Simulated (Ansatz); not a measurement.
Si(vinyl)H3 (C₂H₆Si), relaxed as a singlet with RKS PBE0-D4/def2-TZVP in Ansatz, starting from the GFN2-xTB geometry. Force threshold 0.02 eV/Å.

Start:

```csv
atom,x (Å),y (Å),z (Å)
C1,0.1603,0.4918,0.5025
C2,-0.6278,1.4194,-0.0179
Si3,0.3791,-1.2386,-0.2108
H4,0.7169,0.7434,1.3979
H5,-1.2075,1.2345,-0.9087
H6,-0.7348,2.4051,0.4116
H7,-0.9144,-1.9255,-0.2524
H8,1.3062,-1.9800,0.6467
H9,0.9221,-1.1501,-1.5687
```

```
         step  energy (eV)  largest force component (eV/Å)  SCF passes
            1  -10043.4921                           0.867          16
            2  -10043.5128                           0.283          21
            3  -10043.5145                           0.080          21
            4  -10043.5150                           0.075          19
            5  -10043.5161                           0.214          19
            6  -10043.5178                           0.287          18
            7  -10043.5195                           0.490          18
            8  -10043.5340                           0.300          19
            9  -10043.5640                           0.073          19
10 (rejected)  -10043.5600                           0.170          19
           11  -10043.5734                           0.029          18
           12  -10043.5781                           0.088          18
13 (rejected)  -10043.5298                           0.651          19
           14  -10043.5799                           0.013          19
           15  -10043.5803                           0.021          19
           16  -10043.5803                           0.029          20
           17  -10043.5804                           0.002          21
```

Force components are those of the run's own axes.

End:

```xyz
9

C     0.320    0.578    0.311
C    -0.765    1.332    0.156
Si    0.412   -1.194   -0.242
H     1.192    1.026    0.786
H    -1.668    0.946   -0.310
H    -0.803    2.367    0.485
H    -0.887   -1.577   -0.857
H     0.696   -2.095    0.908
H     1.502   -1.382   -1.238
```

By distances, no bond broke or formed. The bond that changes most is C1–Si3, from 1.88 to 1.86 Å (atoms count from 1).

The force fell under the threshold at step 14, but the optimiser went on. No frequencies were taken in this run, so the end may be a saddle point.

Hardware: 2 threads of AMD EPYC 9R45 on a shared host. Wall time 14 s.
